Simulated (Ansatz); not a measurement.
# C2H4Si: one structure at several levels

How do the functionals fare away from a minimum? The structure is a structure displaced at random from a GFN2-xTB minimum.

Method: single points in def2-TZVPP; program: Ansatz 0.2.0, Gaussian basis.

Correlated methods freeze the cores.

## Step 1: Starting geometry

SMILES `C#[Si]C`, 7 atoms, charge 0, spin multiplicity 1.

Atoms are counted from 1 here; the program's logs count them from 0.

Bond lengths: C1–Si2 1.706 Å, C1–H4 1.117 Å, Si2–C3 1.869 Å, C3–H5 1.122 Å, C3–H6 1.117 Å, C3–H7 1.046 Å. Angles: Si2–C1–H4 125.2°, C1–Si2–C3 166.6°, Si2–C3–H5 112.4°, Si2–C3–H6 112.5°, Si2–C3–H7 110.0°, H5–C3–H6 107.8°, H5–C3–H7 108.5°, H6–C3–H7 105.3°.

Coordinates:

```xyz
7
C2H4Si
C    -1.5612   -1.5823   -0.7232
Si   -0.5034   -0.3902   -0.1154
C     0.9390    0.7321    0.2745
H    -2.6458   -1.6683   -0.4714
H     1.0773    1.5350   -0.4966
H     0.8379    1.2279    1.2703
H     1.8209    0.1728    0.3333
```

## Step 2: CCSD(T)/def2-TZVPP

File run/in.yaml:

```yaml
crystal:
  periodic: [false, false, false]
  atoms:
    - {symbol: C, position_ang: [-1.561200, -1.582300, -0.723200]}
    - {symbol: Si, position_ang: [-0.503400, -0.390200, -0.115400]}
    - {symbol: C, position_ang: [0.939000, 0.732100, 0.274500]}
    - {symbol: H, position_ang: [-2.645800, -1.668300, -0.471400]}
    - {symbol: H, position_ang: [1.077300, 1.535000, -0.496600]}
    - {symbol: H, position_ang: [0.837900, 1.227900, 1.270300]}
    - {symbol: H, position_ang: [1.820900, 0.172800, 0.333300]}
basis:
  gaussian: {orbitals: def2-TZVPP}
correlation: {method: ccsd_t}
output: {forces: true}
```

No record of the launch command was kept for these runs.

## Step 3: PBE0-D4/def2-TZVPP

run/in.yaml: that of step 2 with these lines changed.

```diff
@@ -12,3 +12,3 @@
   gaussian: {orbitals: def2-TZVPP}
-correlation: {method: ccsd_t}
-output: {forces: true}
+hamiltonian: {xc: pbe0, dispersion: d4}
+output: {forces: true, orbitals: {seedname: orbitals}}
```

## Step 4: wB97M-V/def2-TZVPP

run/in.yaml: that of step 3 with these lines changed.

```diff
@@ -12,3 +12,3 @@
   gaussian: {orbitals: def2-TZVPP}
-hamiltonian: {xc: pbe0, dispersion: d4}
-output: {forces: true, orbitals: {seedname: orbitals}}
+hamiltonian: {xc: {name: wB97M-V}}
+output: {forces: true}
```

## Step 5: r2SCAN-D4/def2-TZVPP

run/in.yaml: that of step 4 with these lines changed.

```diff
@@ -12,3 +12,3 @@
   gaussian: {orbitals: def2-TZVPP}
-hamiltonian: {xc: {name: wB97M-V}}
+hamiltonian: {xc: r2scan, dispersion: d4}
 output: {forces: true}
```

## Step 6: PBE-D4/def2-TZVPP

run/in.yaml: that of step 5 with these lines changed.

```diff
@@ -12,3 +12,3 @@
   gaussian: {orbitals: def2-TZVPP}
-hamiltonian: {xc: r2scan, dispersion: d4}
+hamiltonian: {xc: pbe, dispersion: d4}
 output: {forces: true}
```

## Step 7: r2SCANh-D4/def2-TZVPP

run/in.yaml: that of step 6 with these lines changed.

```diff
@@ -12,3 +12,3 @@
   gaussian: {orbitals: def2-TZVPP}
-hamiltonian: {xc: pbe, dispersion: d4}
+hamiltonian: {xc: {name: r2SCANh}, dispersion: d4}
 output: {forces: true}
```

## Step 8: BLYP-D4/def2-TZVPP

run/in.yaml: that of step 7 with these lines changed.

```diff
@@ -12,3 +12,3 @@
   gaussian: {orbitals: def2-TZVPP}
-hamiltonian: {xc: {name: r2SCANh}, dispersion: d4}
+hamiltonian: {xc: {name: BLYP}, dispersion: d4}
 output: {forces: true}
```

(Steps that only read results are left out.)

Before running it: what results should come out? Wanted: energy less free atoms, CCSD(T)/def2-TZVPP; RMS force component; RMS force error; HOMO and LUMO, PBE0-D4; T1 diagnostic.

The runs gave:

```
                                  quantity                                                                                              value
energy less free atoms, CCSD(T)/def2-TZVPP                                                                                         -24.091 eV
                       RMS force component                                                               0.885 to 1.105 eV/Å over the methods
                           RMS force error  PBE0-D4 0.267, wB97M-V 0.374, r2SCAN-D4 0.190, PBE-D4 0.179, r2SCANh-D4 0.237, BLYP-D4 0.128 eV/Å
                    HOMO and LUMO, PBE0-D4                                                                                 -6.07 and -1.54 eV
                             T1 diagnostic                                                                                              0.024
```

**Reading.** Against CCSD(T) the functionals' energies less atoms differ by -1.228 to -0.386 eV, PBE-D4 by -1.228 eV. A larger basis would deepen the CCSD(T) value, while the functionals are nearly converged already, so the order here is not reliable. For forces BLYP-D4 does best and wB97M-V worst. Frozen-core CCSD(T) forces in triple zeta carry basis errors of their own, and this is one geometry, so small gaps rank nothing. The restricted Hartree–Fock reference is unstable towards an unrestricted one at one or more of these structures.
